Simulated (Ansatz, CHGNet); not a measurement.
For rock-salt HfC, the machine-learned potential CHGNet 0.3.0 (trained on PBE and PBE+U data) gives:

- equilibrium lattice constant a: 4.650 Å
- enthalpy of formation: -0.917 eV/atom

Problem. What does r²SCANh (Ansatz, an electronic-structure program, plane waves, PAW) give for the same quantities?

Solution. 
- lattice constant a: 4.640 Å (decreases by 0.2 %)
- formation enthalpy: -1.103 eV/atom (moves by -0.186 eV/atom)

For comparison: lattice constant a 4.638 Å (measured, temperature not stated, no zero-point or thermal correction; as tabulated in Zhang et al. (2018), doi:10.1088/1367-2630/aac7f0); formation enthalpy -1.171 ± 0.03 eV/atom (measured, 298 K, copied from a table, unchecked, no zero-point or thermal correction; as tabulated in Wang et al. (2021), doi:10.1038/s41598-021-94550-5).

Changes are worked out from the printed values.

Unless a cell is named, each level is at its own relaxed cell (CHGNet 0.3.0 12.57, r²SCANh 12.49 Å³/atom).

Levels without +SOC leave out spin–orbit coupling, which shifts energies and cells of such heavy elements.

Ansatz's density-functional and Hartree–Fock values are scalar-relativistic unless marked +SOC, with PAW data made under PBE.
